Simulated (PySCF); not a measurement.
## Bond curve of LiAl

Set-up: Li 3-21G, Al 3-21G; no relativity (PySCF 2.14). Energies in eV from Li + Al in their ground configurations at the same level. All curves are PBE0. state 1: ¹Σ⁺ (singlet), closed shell; state 2: ³Π (triplet), unpaired electrons σ ↑, π ↑, a second solution, started from another occupation; state 3: Ms = 0 determinant of mixed spin (⟨S²⟩ near 1.0), unpaired electrons σ ↑, π ↓, a second solution, started from another occupation; state 4: triplet, unpaired electrons π ↑↑, a second solution, started from another occupation.

```tsv
R (Å)	state 1	state 2	state 3	state 4
2.512	-0.7028	-0.8901	-0.6120	-0.1446
2.629	-0.8237	-0.9178	-0.6490	-0.0871
2.746	-0.8927	-0.9101	-0.6520	-0.0050
2.833	-0.9180	-0.8878	-0.6389	0.0676
2.921	-0.9253	-0.8553	-0.6167	0.1464
3.009	-0.9181	-0.8156	-0.5883	0.2291
3.126	-0.8907	-0.7554	-0.5446	0.3425
3.272	-0.8354	-0.6745	-0.4858	0.4848
3.447	-0.7478	-0.5769	-0.4156	0.6509
3.680	-0.6105	-0.4563	-0.3297	0.8571
```

**Question.** Put a parabola through the three lowest points of the state 1 curve and estimate Re, k and ωe (reduced mass 5.568 u; 1 eV/Å² = 0.16022 mdyn/Å; ωe = 1302.8·√(k/μ) cm⁻¹).

**Answer.** Through R = 2.833, 2.921, 3.009 Å the second-order coefficient is 0.936 eV/Å², so Re ≈ 2.921 Å, k ≈ 0.300 mdyn/Å and ωe ≈ 302 cm⁻¹. A polynomial fit of higher order to the unrounded PBE0 energies gives Re = 2.918 Å, k = 0.304 mdyn/Å, ωe = 304 cm⁻¹; anharmonicity and rounding make the difference.

The higher-order fit for each curve: state 1: Re = 2.918 Å, ωe = 304 cm⁻¹, De = 0.93 eV; state 2: Re = 2.656 Å, ωe = 340 cm⁻¹, minimum 0.92 eV below the ground-state fragments; state 3: Re = 2.698 Å, ωe = 309 cm⁻¹, minimum 0.65 eV below the ground-state fragments. State 4 gave no clean fit.

Closed-shell solutions of metal pairs were not tested for spin polarisation, which can lower them a little. 3-21G is very small, so such numbers show the basis as much as the molecule.
